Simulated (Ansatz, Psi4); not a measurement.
Worked example: the enthalpy of formation of C3H6 (cyclopropane)

The species is C3H6 (9 atoms), meant as a singlet with charge 0. SMILES: `C1CC1`. Geometry: relaxed at PBE0-D4/def2-TZVP.

Total energies at wB97M-V/def2-SVPD (Psi4 1.11); the atoms run unrestricted:

```
species    state  energy (Eh)
   C3H6  singlet  -117.739299
      C  triplet   -37.800207
      H  doublet    -0.491712
```

Harmonic wavenumbers at PBE0-D4/def2-TZVP, in cm⁻¹: 741, 741, 858, 915, 915, 1054, 1054, 1088, 1154, 1210, 1210, 1238, 1466, 1466, 1520, 3151, 3151, 3159, 3229, 3229, 3250.

Measured heats of formation of the gaseous atoms at 298.15 K, in kJ/mol: C 716.9, H 218.0. Take 1 Eh = 2625.50 kJ/mol, 1 cm⁻¹ = 0.0119627 kJ/mol, RT = 2.479 kJ/mol.

Task: What heat of formation follows?

Result: 
1. Electronic atomisation energy: 3 × (-37.800207) + 6 × (-0.491712) − (-117.739299) = 1.388406 Eh = 3645.3 kJ/mol.
2. Zero-point energy: half the sum of the wavenumbers, 17899.5 cm⁻¹ = 214.1 kJ/mol.
3. Thermal vibrational enthalpy, Σ hcν̃/(exp(hcν̃/kT) − 1): 1.4 kJ/mol. Translation, rotation and pV of a non-linear molecule: 4 RT = 9.9 kJ/mol.
4. The 9 free atoms carry 5/2 RT each: 55.8 kJ/mol.
5. Spin-orbit coupling lowers the free atoms by 3 × 0.02 = 0.1 kJ/mol.
6. Atomisation enthalpy at 298 K: 3645.3 − 0.1 − 214.1 − 1.4 − 9.9 + 55.8 = 3475.6 kJ/mol.
7. Sum of the atoms' heats of formation: 3458.7 kJ/mol. Heat of formation: 3458.7 − 3475.6 = -16.9 kJ/mol.

The tabulated value is +53.6 kJ/mol (Active Thermochemical Tables), so this level is off by -70.5 kJ/mol, or 2.1 % of the atomisation enthalpy that the table implies (3405.0 kJ/mol). Anharmonicity and any spin-orbit splitting of the molecule are left out.
